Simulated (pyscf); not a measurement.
Routes from [HO–AlH]•

Candidate steps break at most two bonds and form at most two. Each was searched with GFN2-xTB (tblite) first. Single points on ωB97X-D3(BJ)/def2-SVP structures (PySCF, gas phase). Energies: ωB97M-D3(BJ)/def2-TZVP, kcal/mol, from the reactant's lowest minimum found, doublet surface; ΔG‡ with ideal gas, 1 atm, RRHO with modes under 100 cm⁻¹ raised to 100, one conformer, R ln 2 for chiral ones without a mode under 150 cm⁻¹.

```csv
products,type,ΔE‡,ΔE,ΔG‡ 298 K,ΔG‡ 900 K,ν‡ (cm⁻¹)
•O–AlH₂,hydrogen shift,53.5,+34.3,49.8,50.6,1413i
[O=Al]• + H₂,elimination,56.0,+47.0,53.0,54.1,968i
```

Row 2: On the reactant side the descent ends in a point that may be a rotor saddle (no frequency run), 1.2 kcal/mol over the lowest minimum found and 57.8 kcal/mol under the saddle at ωB97X-D3(BJ)/def2-TZVP. 

Plain bond fissions and candidates not yet searched are not listed, and one of them may be faster. Each barrier is that of the saddle found; lower ones may exist. The term symbol of open-shell O=Al was not checked; spin-orbit terms and orbital degeneracy are left out.
